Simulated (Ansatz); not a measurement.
Two structures of BH5SO, singlet, reached by relaxing down either side of one saddle point (PBE0-D4/def2-TZVP). Energies are electronic, without zero-point energy. Computed with Ansatz 0.2.0 (basis: def2-TZVPP and def2-QZVPP); correlated methods freeze the cores. Extrapolation: Hartree–Fock as exp(−7.88 √X), correlation as X^−2.97. First:

```json
{"atom": "B1", "x (Å)": "-0.4175", "y (Å)": "-0.1533", "z (Å)": "-0.9736"}
{"atom": "O2", "x (Å)": "0.3912", "y (Å)": "0.7935", "z (Å)": "-1.5065"}
{"atom": "H3", "x (Å)": "0.0435", "y (Å)": "-1.2534", "z (Å)": "-0.8646"}
{"atom": "H4", "x (Å)": "-1.5704", "y (Å)": "0.0826", "z (Å)": "-0.7338"}
{"atom": "H5", "x (Å)": "1.4684", "y (Å)": "-0.1657", "z (Å)": "1.5564"}
{"atom": "S6", "x (Å)": "0.2408", "y (Å)": "0.1670", "z (Å)": "1.9831"}
{"atom": "H7", "x (Å)": "-0.0403", "y (Å)": "1.6461", "z (Å)": "-1.5985"}
{"atom": "H8", "x (Å)": "-0.1157", "y (Å)": "-1.1170", "z (Å)": "2.1374"}
```

Second:

B1  (-0.558, -0.311, -0.214)
O2  (0.768, 0.642, -0.742)
H3  (-0.390, -1.352, -0.776)
H4  (-1.506, 0.355, -0.534)
H5  (1.114, 0.960, 0.110)
S6  (-0.352, -0.326, 1.644)
H7  (0.446, 1.407, -1.234)
H8  (0.478, -1.376, 1.748)
(Å)

(1) Which bonds change from the first to the second?

(2) Give the saddle point's structure and its height above each. (Judge from chemistry; the value comes from the calculation.)

No T1 diagnostic of these runs exceeds 0.013.

Results:

(1) BH₃O ([BH2][OH]) + H₂S → BH₃S ([BH2][SH]) + H₂O (still joined by a long B–O bond); bonds formed: B1–S6, O2–H5; bonds broken: H5–S6; bonds weakened to dative contacts: B1–O2.

(2) Computed: 22.82 kcal/mol above the first and 16.68 kcal/mol above the second (CCSD(T) at an estimated basis limit (MP2 extrapolated from triple and quadruple zeta, plus CCSD(T) − MP2 in triple zeta)).
B1  (-0.518, -0.233, -0.437)
O2  (0.731, 0.566, -0.789)
H3  (-0.464, -1.377, -0.783)
H4  (-1.541, 0.374, -0.608)
H5  (0.759, 0.586, 0.558)
S6  (-0.146, -0.134, 1.579)
H7  (0.507, 1.416, -1.179)
H8  (0.671, -1.197, 1.658)
(Å)

Labels in which every atom is bracketed show which atoms are joined, not bond orders.

For scale, one of the runs: CCSD(T)/def2-TZVPP, 174 basis functions, launched by `ansatz run in.yaml --threads 2 --pin off --events-out ev --progress --plain --max-ram 4352MiB`. The run took 13 s on 2 CPU threads of an Intel Xeon 6975P-C (shared host), with 1.7 GiB of host memory at its peak.
